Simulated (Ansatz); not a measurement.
# UHF/3-21G run of AlNH2Cl (SMILES [NH2][Al][Cl])

What is the vertical electron affinity of AlNH2Cl at UHF/3-21G? 

Program for the calculation: Ansatz 0.2.0.

19 further runs of the same task are left out: 19 set aside as unsound or not needed.

### 1 The structure to begin with

The species is AlNH2Cl (5 atoms), meant as a doublet with charge 0. As SMILES, `[NH2][Al][Cl]`. The shape is that of a PBE0-D4/def2-TZVP optimisation. This is one conformer, not always the lowest.

Bond lengths: N1–Al2 1.765 Å, Al2–Cl3 2.116 Å, N1–H4 1.007 Å, N1–H5 1.009 Å. Angles: N1–Al2–Cl3 116.7°, Al2–N1–H4 124.9°, Al2–N1–H5 124.1°, H4–N1–H5 111.0°.

### 2 The energy at UHF/3-21G

The input, molecule.yaml:

```yaml
crystal:
  periodic: [false, false, false]
  atoms:
    - {symbol: N, position_ang: [-0.549400, 0.461700, -0.232000]}
    - {symbol: Al, position_ang: [0.402600, -0.291600, 1.049100]}
    - {symbol: Cl, position_ang: [1.907000, -1.649700, 0.440800]}
    - {symbol: H, position_ang: [-1.293600, 1.123300, -0.083500]}
    - {symbol: H, position_ang: [-0.416600, 0.282700, -1.215900]}
basis:
  gaussian:
    orbitals: 3-21G.json
hamiltonian:
  xc: hf
accuracy: high
magnetization:
  spin_polarized: true
  initial_magnetization: 1
output:
  orbitals: {seedname: orbitals}
```

The basis set 3-21G is read from a file made from the Basis Set Exchange's data (not shown).

Started as:

```
ansatz run molecule.yaml --threads 1 --pin off --max-ram 2610MiB --events-out events.jsonl --progress --plain --runs-dir runs
```

Log:

```text
Warning: RAYON_NUM_THREADS=1 ignored (pool sized by the plan → 1); use --threads N
Functional definition: HF
  name "HF"
  exchange = exact_x
  correlation = 0
860 factors; integrals over basis functions are off by at most 6.0e-9 eV
mean field evaluation 1: about -20495.3353 eV, gradient 2.1e1 eV
mean field evaluation 2: about -20495.4464 eV, gradient 2.2e1 eV
mean field evaluation 4: about -20497.8026 eV, gradient 1.8e0 eV
mean field evaluation 8: about -20497.8820 eV, gradient 3.8e-1 eV
mean field evaluation 16: about -20497.8863 eV, gradient 1.8e-5 eV
mean field -20497.88630395 eV, -753.2834277037 hartree, gradient 3.9e-8 eV, S^2 0.754151; 0 other end points of the search recorded, 0 dependent functions left out
reference -20497.88630395 eV, -753.2834277037 hartree; 20, 19 occupied and 19, 20 virtual orbitals, 860 factors
Total energy: -20497.88630395 eV, -753.2834277037 hartree
```

Wall time 1 s (1 thread of Arm Neoverse N1, shared host); peak memory 0.11 GiB.

### 3 The singlet anion, same level

The input, in.yaml:

```yaml
crystal:
  periodic: [false, false, false]
  atoms:
    - symbol: N
      position_ang: [-0.549400, 0.461700, -0.232000]
    - symbol: Al
      position_ang: [0.402600, -0.291600, 1.049100]
    - symbol: Cl
      position_ang: [1.907000, -1.649700, 0.440800]
    - symbol: H
      position_ang: [-1.293600, 1.123300, -0.083500]
    - symbol: H
      position_ang: [-0.416600, 0.282700, -1.215900]
basis:
  gaussian: {orbitals: 3-21G.json}
output: {orbitals: {seedname: orbitals}}
total_charge: -1
accuracy: high
hamiltonian: {xc: hf}
```

The basis set 3-21G is read from a file made from the Basis Set Exchange's data (not shown).

Started as:

```
ansatz run in.yaml --threads 1 --pin off --max-ram 2610MiB --events-out events.jsonl --progress --plain --runs-dir runs
```

Log:

```text
Warning: RAYON_NUM_THREADS=1 ignored (pool sized by the plan → 1); use --threads N
[... 4 set-up lines as earlier in the session ...]
862 factors; integrals over basis functions are off by at most 6.0e-9 eV
mean field evaluation 1: about -20497.0187 eV, gradient 1.5e1 eV
mean field evaluation 2: about -20497.1932 eV, gradient 1.6e1 eV
mean field evaluation 4: about -20497.8584 eV, gradient 2.0e0 eV
mean field evaluation 8: about -20497.8729 eV, gradient 1.4e-3 eV
mean field -20497.87291872 eV, -753.2829358055 hartree, gradient 3.0e-8 eV, S^2 0.000000; 0 other end points of the search recorded, 0 dependent functions left out
reference -20497.87291872 eV, -753.2829358055 hartree; 20, 20 occupied and 19, 19 virtual orbitals, 862 factors
Total energy: -20497.87291872 eV, -753.2829358055 hartree
```

Run time: 0.67 s. Hardware: 1 thread of Arm Neoverse N1, shared host; peak memory 0.098 GiB.

### 4 Results

Level: UHF/3-21G.

| quantity | value |
| --- | --- |
| doublet AlNH2Cl: total energy | -753.28343 Eh |
| doublet AlNH2Cl: HOMO energy (highest over α and β) | -8.83 eV |
| doublet AlNH2Cl: LUMO energy (lowest over α and β) | 0.55 eV |
| doublet AlNH2Cl: ⟨S²⟩ | 0.754 |
| singlet anion: total energy | -753.28294 Eh |
| singlet anion: HOMO energy | -0.60 eV |
| singlet anion: LUMO energy | 7.73 eV |
| singlet anion: HOMO–LUMO gap (to an unbound level, set by the basis) | 8.32 eV |
| vertical electron affinity (to the singlet anion) | -0.013 eV |

The anion lies 0.01 eV (1.3 kJ/mol) above the neutral: the electron isn't bound at this level, and such a value depends on the basis. Without diffuse functions anions come out too high. Hartree–Fock misses the correlation that binds many anions.
